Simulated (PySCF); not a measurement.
Species: C5H5O (charge +1).
InChI=1S/C5H5O/c1-2-3-4-5-6/h4H2,1H3/q+1

The closed-shell ground state was solved at several levels (PySCF, density fitting, gas phase, non-relativistic). Isolated species at its PBE0-D3(BJ)/def2-SVP geometry, gas phase.

```
              level  basis functions  total energy (Eh)  HOMO (eV)  LUMO (eV)  gap (eV)
CAM-B3LYP/def2-SVPD              163          -268.0557     -13.97      -6.67      7.30
  mPW1PW91/pcSseg-2              286          -268.4171     -12.66      -7.75      4.91
      PBE0/pcSseg-1              127          -268.0361     -12.68      -7.81      4.87
```

Task: Estimate the row for B3LYP/pcJ-1, a basis of 212 functions; the other rows only guide the guess.

Result: Total energy -268.3975 Eh, HOMO -12.45 eV, LUMO -8.07 eV, gap 4.38 eV.

Task: Over all these levels, which gives the widest orbital gap and which the narrowest?

Result: CAM-B3LYP/def2-SVPD (range-separated hybrid) has the widest, 7.30 eV, and B3LYP/pcJ-1 (global hybrid, 20 % exact exchange) the narrowest, 4.38 eV. Functional and basis both differ between the two, so the spread mixes both effects.
